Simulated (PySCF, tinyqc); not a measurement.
RHF in the sto-3g basis, for BH, spin multiplicity 1, step by step. The lowest restricted solution is unstable here: a spin-polarised one lies 0.0049 hartree lower (PySCF). One step of it, computed by the program tinyqc.

Question. Iteration 3: DIIS coefficients. Solve [B -1; -1 0][c; lambda] = [0; -1] for the coefficients, which sum to one.

B (overlaps of the stored error matrices), lower triangle:
```
                1              2              3
1   4.2625499e-01
2  -1.3187113e-01  1.5418711e-01
3  -7.8685248e-03  3.5382500e-02  1.0149838e-02
```

Give: DIIS coefficients.

Answer.

DIIS coefficients: -0.1038  -0.4352  1.5390
